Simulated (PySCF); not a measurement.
# cis-1,2-difluoroethene (C2H2F2): electronic excitations and core binding energies

Wanted: the electronic excitations and core binding energies of cis-1,2-difluoroethene (C2H2F2) (`F/C=C\F`), by calculation.

The runs use PySCF 2.14.0, with density-fitted response routines of our own; the level of theory stands in each step. All values are computed, except where a source is named. Atoms count from 0, in the outputs and in this text.

**1. The starting structure**

6 atoms, charge 0, multiplicity 1; geometry from: GFN2-xTB.

Bonds of the start (Å): F0–C1 1.33, C1–C2 1.32, C2–F3 1.33, C1–H4 1.08, C2–H5 1.08.

**2. Ultraviolet spectrum: wB97X-D/def2-SVPD**

What the job is given:

```
{"job": {"kind": "uv", "xc": "wB97X-D", "basis": "def2-SVPD", "nstates": 8, "ntriplets": 3}, "charge": 0, "multiplicity": 1}
F     -1.384483     1.050685     0.165048
C     -0.646943    -0.061373     0.135506
C      0.649153    -0.074612    -0.119832
F      1.365310     1.021884    -0.377527
H     -1.215087    -0.954748     0.342315
H      1.235171    -0.979845    -0.140787
```

Level: TDDFT wB97X-D/def2-SVPD, vertical, gas phase, core orbitals frozen in the response.

**Question.** This job is followed by: delta-SCF UKS SCAN, pcX-2 on the ionised atom, pcseg-1 elsewhere, spin-free X2C. What will the session give for the following? lowest singlet (wB97X-D/def2-SVPD); brightest single state of those computed; lowest triplet; F1s binding energies, SCAN/pcX-2; C1s binding energies, SCAN/pcX-2.

As calculated:

| quantity | value |
| --- | --- |
| lowest singlet (wB97X-D/def2-SVPD) | 6.87 eV (180 nm), f = 0.025 |
| brightest single state of those computed | state 2, 7.94 eV, f = 0.361 |
| lowest triplet | 4.67 eV |
| F1s binding energies, SCAN/pcX-2 | F0 693.63 eV |
| C1s binding energies, SCAN/pcX-2 | C1 293.44 eV |

In words: The first singlet state (HOMO→LUMO+1 0.87) lies at 6.87 eV and is weak; of the 8 states computed, the strongest absorption comes from state 2 at 7.94 eV. The lowest triplet lies 2.20 eV below the lowest singlet (triplets in Tamm-Dancoff, singlets in full TDDFT).
